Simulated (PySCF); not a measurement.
Problem. Give a PBE0-D3(BJ)/def2-TZVP geometry of `COCC(C)C` (i-BuOMe).

Solution. 
Z-matrix in Å and degrees, rows numbered from 1:
```
C 
O   1  1.3982
C   2  1.4030  1  112.47
C   3  1.5153  2  109.82  1  -178.08
C   4  1.5205  3  111.25  2    61.45
C   4  1.5205  3  109.95  2  -174.51
H   1  1.0994  2  111.52  3    60.42
H   1  1.0991  2  111.57  3   -60.72
H   1  1.0902  2  107.71  3   179.80
H   3  1.1037  2  110.06  1   -57.11
H   3  1.1021  2  109.98  1    60.68
H   4  1.0968  3  106.79  2   -56.78
H   5  1.0951  4  110.50  3    63.84
H   5  1.0905  4  111.05  3   -56.04
H   5  1.0927  4  110.97  3  -176.75
H   6  1.0931  4  111.73  3    58.37
H   6  1.0921  4  110.82  3   178.69
H   6  1.0946  4  110.91  3   -62.01
```

Of the pairs four or more bonds apart, O2···H14 is among the closest relative to their van der Waals radii: 2.57 Å, 94 % of the sum of Bondi's values.

Computed with PBE0-D3(BJ)/def2-TZVP geometry optimisation, gas phase (PySCF 2.14.0).

Point group: C1 (no symmetry element, even within 0.4 Å). No PBE0-D3(BJ)/def2-TZVP frequencies stand behind this structure, so it isn't proved a minimum. The numbers are those of one conformer (C1–O2–C3–C4 -178°, O2–C3–C4–C5 61°).

The run took 10 min wall, 13 min CPU on Intel Xeon at 2.50 GHz, 2 threads, shared host with 64 logical CPUs at a one-minute load of 63, and the process peaked at 1.5 GiB of memory. That covers the optimisation of the geometry.
